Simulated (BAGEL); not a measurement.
**RI-MP2/6-31G(d) (density fitting with cc-pvqz-jkfit, spherical functions) run of C2HClF2 (SMILES FC(F)=CCl)**

What is the energy change on altering one bond length of C2HClF2 at RI-MP2/6-31G* (density fitting with cc-pvqz-jkfit, spherical functions)? 

The results are computed with BAGEL 1.2.2.

1 further run of the same task is left out (set aside as unsound or not needed). Runs told in other sessions of the task aren't counted.

## Step 1: The system as given

C2HClF2 has 6 atoms, charge 0, and is taken as a singlet. As SMILES, `FC(F)=CCl`. The shape is that of a PBE0-D4/def2-TZVP optimisation.

Bond lengths: F1–C2 1.312 Å, C2–F3 1.305 Å, C2–C4 1.321 Å, C4–Cl5 1.706 Å, C4–H6 1.079 Å. Angles: F1–C2–F3 111.1°, F1–C2–C4 123.1°, F3–C2–C4 125.8°, C2–C4–Cl5 122.3°, C2–C4–H6 120.1°, Cl5–C4–H6 117.5°.

## Step 2: The energy at RI-MP2/6-31G(d) (density fitting with cc-pvqz-jkfit, spherical functions)

File calc.json:

```json
{ "bagel" : [

{
  "title" : "molecule",
  "basis" : "6-31gs.json",
  "df_basis" : "cc-pvqz-jkfit",
  "angstrom" : true,
  "geometry" : [
    { "atom" : "F", "xyz" : [    0.901010,   -0.810380,    1.342040 ] },
    { "atom" : "C", "xyz" : [    0.267650,   -0.562200,    0.220370 ] },
    { "atom" : "F", "xyz" : [    0.192510,   -1.632620,   -0.522730 ] },
    { "atom" : "C", "xyz" : [   -0.218360,    0.626770,   -0.086550 ] },
    { "atom" : "Cl", "xyz" : [   -1.039010,    0.926430,   -1.552100 ] },
    { "atom" : "H", "xyz" : [   -0.103800,    1.452000,    0.598970 ] }
  ]
},
{
  "title" : "hf"
},
{
  "title" : "mp2",
  "ncore" : 9
}

]}
```

The basis set 6-31G* is read from a file made from the Basis Set Exchange's data (not shown).

Started as:

```bash
$ BAGEL_NUM_THREADS=1 BAGEL calc.json > calc.out
```

The log of the run:

```text
* using 1 threads per process

  ===============================================================
  ===============================================================

  *** Geometry ***

  { "atom" : "F", "xyz" : [      1.702662,     -1.531396,      2.536088 ] },
  { "atom" : "C", "xyz" : [      0.505785,     -1.062404,      0.416439 ] },
  { "atom" : "F", "xyz" : [      0.363791,     -3.085205,     -0.987817 ] },
  { "atom" : "C", "xyz" : [     -0.412641,      1.184424,     -0.163556 ] },
  { "atom" : "Cl", "xyz" : [     -1.963444,      1.750699,     -2.933044 ] },
  { "atom" : "H", "xyz" : [     -0.196154,      2.743882,      1.131889 ] },

  Number of auxiliary basis functions:      623

  Since a DF basis is specified, we compute 2- and 3-index integrals:
    o Being stored without compression. Storage requirement is 0.029 GB

  Number of basis functions:       76
  Number of electrons      :       48

    * METHOD: MOLECULE                             0.38

  *** RHF ***

  === Nuclear Repulsion ===
   213.5748738834

      * DIIS with orbital gradients will be used.

  === RHF iteration (6-31gs.json) ===
      0       -734.47455425          0.01921538           0.11
      1       -734.57790741          0.01207924           0.10
      2       -734.62480665          0.00143100           0.10
      3       -734.62617702          0.00026801           0.10
      4       -734.62624053          0.00013232           0.10
      5       -734.62625271          0.00003859           0.10
      6       -734.62625458          0.00001409           0.10
      7       -734.62625476          0.00000382           0.10
      8       -734.62625477          0.00000166           0.10
      9       -734.62625477          0.00000077           0.10
     10       -734.62625477          0.00000020           0.10
     11       -734.62625477          0.00000008           0.10
     12       -734.62625477          0.00000003           0.10
     13       -734.62625477          0.00000001           0.10
     14       -734.62625477          0.00000000           0.10
    * SCF iteration converged.

    * Permanent dipole moment:
           (   -0.105815,    -0.274833,    -0.362853) a.u.

    * METHOD: HF                                   1.71

  *** RHF ***

  === Nuclear Repulsion ===
   213.5748738834

      * DIIS with orbital gradients will be used.

  === RHF iteration (6-31gs.json) ===
      0       -734.62625477          0.00000000           0.10
    * SCF iteration converged.

    * Permanent dipole moment:
           (   -0.105816,    -0.274833,    -0.362854) a.u.

  === DF-MP2 calculation ===

    * freezing 9 orbitals
    * 3-index integral transformation done
    * assembly done

      MP2 correlation energy:   -0.7116685746      0.06

      MP2 total energy:       -735.3379233468

    * METHOD: MP2                                  0.28

  ===============================================================
```

Wall time 2.5 s (1 thread of Arm Neoverse V2, shared host); peak memory 0.12 GiB.

## Step 3: The distorted shape

File calc.json:

```json
{ "bagel" : [

{
  "title" : "molecule",
  "basis" : "6-31gs.json",
  "df_basis" : "cc-pvqz-jkfit",
  "angstrom" : true,
  "geometry" : [
    { "atom" : "F", "xyz" : [    0.973904,   -0.988707,    1.388073 ] },
    { "atom" : "C", "xyz" : [    0.340544,   -0.740527,    0.266403 ] },
    { "atom" : "F", "xyz" : [    0.265404,   -1.810947,   -0.476697 ] },
    { "atom" : "C", "xyz" : [   -0.218360,    0.626770,   -0.086550 ] },
    { "atom" : "Cl", "xyz" : [   -1.039010,    0.926430,   -1.552100 ] },
    { "atom" : "H", "xyz" : [   -0.103800,    1.452000,    0.598970 ] }
  ]
},
{
  "title" : "hf"
},
{
  "title" : "mp2",
  "ncore" : 9
}

]}
```

The basis set 6-31G* is read from a file made from the Basis Set Exchange's data (not shown).

Started as:

```bash
$ BAGEL_NUM_THREADS=1 BAGEL calc.json > calc.out
```

The log of the run:

```text
* using 1 threads per process

  ===============================================================
  ===============================================================

  *** Geometry ***

  { "atom" : "F", "xyz" : [      1.840412,     -1.868385,      2.623078 ] },
  { "atom" : "C", "xyz" : [      0.643535,     -1.399393,      0.503429 ] },
  { "atom" : "F", "xyz" : [      0.501541,     -3.422194,     -0.900827 ] },
  { "atom" : "C", "xyz" : [     -0.412641,      1.184424,     -0.163556 ] },
  { "atom" : "Cl", "xyz" : [     -1.963444,      1.750699,     -2.933044 ] },
  { "atom" : "H", "xyz" : [     -0.196154,      2.743882,      1.131889 ] },

  Number of auxiliary basis functions:      623

  Since a DF basis is specified, we compute 2- and 3-index integrals:
    o Being stored without compression. Storage requirement is 0.029 GB

  Number of basis functions:       76
  Number of electrons      :       48

    * METHOD: MOLECULE                             0.38

  *** RHF ***

  === Nuclear Repulsion ===
   206.0064294880

      * DIIS with orbital gradients will be used.

  === RHF iteration (6-31gs.json) ===
      0       -734.41688404          0.02027897           0.10
      1       -734.52371727          0.01334844           0.10
      2       -734.58159291          0.00144353           0.10
      3       -734.58324275          0.00034301           0.10
      4       -734.58333136          0.00014699           0.10
      5       -734.58335737          0.00007984           0.10
      6       -734.58336430          0.00002251           0.10
      7       -734.58336514          0.00000927           0.10
      8       -734.58336525          0.00000290           0.10
      9       -734.58336526          0.00000127           0.10
     10       -734.58336526          0.00000029           0.10
     11       -734.58336526          0.00000011           0.10
     12       -734.58336526          0.00000004           0.10
     13       -734.58336526          0.00000002           0.10
     14       -734.58336526          0.00000000           0.11
    * SCF iteration converged.

    * Permanent dipole moment:
           (   -0.148371,    -0.156220,    -0.381682) a.u.

    * METHOD: HF                                   1.70

  *** RHF ***

  === Nuclear Repulsion ===
   206.0064294880

      * DIIS with orbital gradients will be used.

  === RHF iteration (6-31gs.json) ===
      0       -734.58336526          0.00000000           0.11
    * SCF iteration converged.

    * Permanent dipole moment:
           (   -0.148371,    -0.156220,    -0.381682) a.u.

  === DF-MP2 calculation ===

    * freezing 9 orbitals
    * 3-index integral transformation done
    * assembly done

      MP2 correlation energy:   -0.7263630069      0.06

      MP2 total energy:       -735.3097282655

    * METHOD: MP2                                  0.29

  ===============================================================
```

Run time: 2.5 s. Hardware: 1 thread of Arm Neoverse V2, shared host; peak memory 0.12 GiB.

## Step 4: Results

Level: RI-MP2/6-31G* (density fitting with cc-pvqz-jkfit, spherical functions), 9 core orbitals frozen.

```
                                                         quantity          value
                                        first shape: total energy  -735.33792 Eh
         first shape: correlation energy (9 core orbitals frozen)     -711.7 mEh
                                    distorted shape: total energy  -735.30973 Eh
     distorted shape: correlation energy (9 core orbitals frozen)     -726.4 mEh
energy change with the C2–C4 bond stretched from 1.321 to 1.519 Å       0.767 eV
```

In words: With the C2–C4 bond stretched from 1.321 to 1.519 Å the energy rises by 0.77 eV (74.0 kJ/mol). The first shape isn't relaxed at this level, so the change isn't measured from a minimum.
